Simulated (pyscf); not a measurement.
Four-centre exchange: H₂N–SiH₂–NH–Si•(NH₂)–OH + hydrogen (H₂) → H₂N–SiH•–NH–SiH₂–NH₂ + water (H₂O)

Gas phase, doublet surface, charge 0. Bonds broken: Si2–O15, H8–H9. Bonds formed: Si2–H9, H8–O15. Single points on ωB97X-D3(BJ)/def2-SVP structures (PySCF, gas phase).

Transition state (Å):

```xyz
16

N     -0.8790     0.3823     1.7634
Si    -0.2802     1.4546     0.5030
N     -1.0848     0.6325    -0.8505
Si    -1.0137    -1.0977    -0.8939
N      0.4988    -1.6694    -0.1477
H     -0.6120     0.5746     2.7242
H     -1.8721     0.1664     1.7163
H      1.5226     1.5083     1.1939
H      0.9098     2.2462     1.7423
H     -1.1961     1.1282    -1.7289
H     -0.9934    -1.5646    -2.3123
H     -2.1644    -1.7400    -0.1937
H      0.9747    -2.4173    -0.6486
H      0.3874    -1.9370     0.8294
O      1.4233     0.8894     0.1994
H      1.4089    -0.1066     0.1176
```

One imaginary mode, 1460i cm⁻¹; descent along it reached the two sides named, in the forms told below.

```json
[
 {"bond": "Si2–O15", "change": "breaks", "reactant side (Å)": "1.676", "saddle": "1.820", "product side": "2.026"},
 {"bond": "H8–H9", "change": "breaks", "reactant side (Å)": "0.763", "saddle": "1.105", "product side": "2.236"},
 {"bond": "Si2–H9", "change": "forms", "reactant side (Å)": "4.0", "saddle": "1.892", "product side": "1.567"},
 {"bond": "H8–O15", "change": "forms", "reactant side (Å)": "2.437", "saddle": "1.176", "product side": "0.966"}
]
```

Electronic energies relative to the separated reactants (kcal/mol):

```tsv
level	barrier	reaction energy	reverse barrier
ωB97X-D3(BJ)/def2-TZVP	44.5	+21.5	23.0
PBE/def2-TZVP	38.7	+21.0	17.7
r²SCAN/def2-TZVP	41.8	+23.6	18.2
B3LYP-D3(BJ)/def2-TZVP	44.9	+21.9	23.1
PBE0-D3(BJ)/def2-TZVP	40.3	+20.6	19.7
M06-2X/def2-TZVP	46.0	+24.6	21.5
ωB97M-D3(BJ)/def2-TZVP	43.0	+21.2	21.8
HF/def2-TZVP	65.1	+18.7	46.4
```

With ωB97M-D3(BJ)/def2-TZVP energies and thermal terms (ideal gas, 1 atm, RRHO with modes under 100 cm⁻¹ raised to 100, one conformer, R ln 2 for chiral ones without a mode under 150 cm⁻¹), in kcal/mol:

| T (K) | ΔH‡ | ΔG‡ | ΔH | ΔG |
|---|---|---|---|---|
| 298 | 43.4 | 53.3 | +23.4 | +20.8 |
| 600 | 42.3 | 63.8 | +22.6 | +18.4 |
| 900 | 42.0 | 74.7 | +21.8 | +16.5 |
| 1200 | 42.2 | 85.6 | +21.1 | +14.9 |

On the product side the descent ends in an adduct with a O–Si contact, 7.3 kcal/mol over the separated species and 15.7 kcal/mol under the saddle at ωB97X-D3(BJ)/def2-TZVP. What is counted as broken (O–Si) persists as a longer contact in the product adduct; parting that adduct is a step of its own. At the saddle there is also a short H–Si contact that neither side keeps. This is the saddle that the search found; another between the same sides may lie lower.
